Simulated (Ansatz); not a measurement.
C2H3NO can be A, `N=C=CO`, or B, `N=CC=O`.

Computed with Ansatz on PBE0-D4/def2-TZVP structures; ΔE is electronic, products minus reactants. CBS: MP2 limit from def2 TZ/QZ plus the TZ coupled-cluster correction, frozen cores. Functionals use def2-TZVPP. B3LYP here is the variant with VWN-RPA as its local correlation; programs differ in this. Each species was taken in one conformer, which may not be the lowest.

Task: Which is lower in electronic energy at CCSD(T)/CBS, and by how much? (Best estimate.)

Result: Computed: B, by 20.1 kcal/mol.

Task: Give E(B) − E(A) in kcal/mol with CCSD(T)/def2-TZVPP, PBE-D4, PBE0-D4, B2PLYP, CCSD/def2-TZVPP, CCSD(T)/def2-SVP, B3LYP. (Estimate.)

Result: Computed: CCSD(T)/def2-TZVPP -21.2, PBE-D4 -15.9, PBE0-D4 -17.0, B2PLYP -19.4, CCSD/def2-TZVPP -21.3, CCSD(T)/def2-SVP -26.2, B3LYP -17.7. None reverses the order clearly.

Task: Does the order hold for the free energy at 298.15 K (harmonic terms from PBE0-D4)? (Estimate.)

Result: The calculation gave: Yes: G(B) − G(A) = -19.6 kcal/mol, for one conformer each.

Largest T1 diagnostic: 0.015.

Leaving LDA and LC-ωPBE aside and taking each functional with its dispersion term where it has one, the values, not all of them listed here, spread over 4.5 kcal/mol, from ωB97X-V to PBE-D4. LDA lies +3.6 kcal/mol from PBE without D4. From PBE to PBE0 (25 % exact exchange), in def2-TZVPP and without D4, E(B) − E(A) moves by −1.1 kcal/mol.
